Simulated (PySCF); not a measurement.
Bond length, frequency and bond energy of MgP by level of theory

State: ⁴Σ⁻ (quartet), unpaired electrons σ ↑, π ↑↑. Set-up: basis Mg aug-pcseg-1, P aug-pcseg-1; no relativity; PySCF 2.14. De refers to Mg + P in their high-spin ground configurations, without counterpoise correction. The functionals are run spin-unrestricted. A positive dipole means Mg(−)P(+).

```
      Level  Re (Å)  ωe (cm⁻¹)  De (eV)  μ (D)
        UHF   2.592        285    0.200  -2.61
    UHF-MP2   2.607        287    0.357    n/a
UHF-SCS-MP2   2.617        281    0.291    n/a
   UHF-CCSD   2.679        219    0.157    n/a
UHF-CCSD(T)   2.677        229    0.220    n/a
        PBE   2.611        277     0.83  -1.83
       TPSS   2.599        290     0.89  -1.95
     r²SCAN   2.588        292     0.92  -2.11
      M06-L   2.598        276     0.73  -1.82
    r²SCANh   2.584        293     0.88  -2.16
       PBE0   2.584        291     0.77  -2.06
      ωB97X   2.591        277     0.62  -1.88
```

(1) Which functional lies closest to UHF-CCSD(T) in De, which farthest, and by how much do they differ from it?

(2) What does a quarter of exact exchange do here, going from PBE to PBE0?

(3) What does the step from GGA to meta-GGA do here, going from PBE to r²SCAN?

Correlated steps freeze 6 core orbitals. Correlated levels converge slowly with the basis: in double zeta they bind strong bonds too weakly, by up to about 1 eV, and carry superposition errors of some tenths. The state was picked by a PBE0 search and need not be the measured ground state.

## Answers

(1) Closest is ωB97X (-8.6 pm in Re, +21.0 % in ωe, +0.40 eV in De against UHF-CCSD(T) in the same basis), farthest r²SCAN (-8.9 pm in Re, +27.5 % in ωe, +0.70 eV in De). CCSD(T) converges more slowly with the basis than the functionals do and binds too weakly in this one, so the order can change at the basis-set limit.

(2) PBE0 less PBE: -2.7 pm in Re, +5.1 % in ωe, -0.06 eV in De. Exact exchange removes part of the self-interaction that spreads semilocal densities, and in most molecules shortens and stiffens the bond and lowers De; so it does here.

(3) r²SCAN less PBE: -2.3 pm in Re, +5.4 % in ωe, +0.09 eV in De.
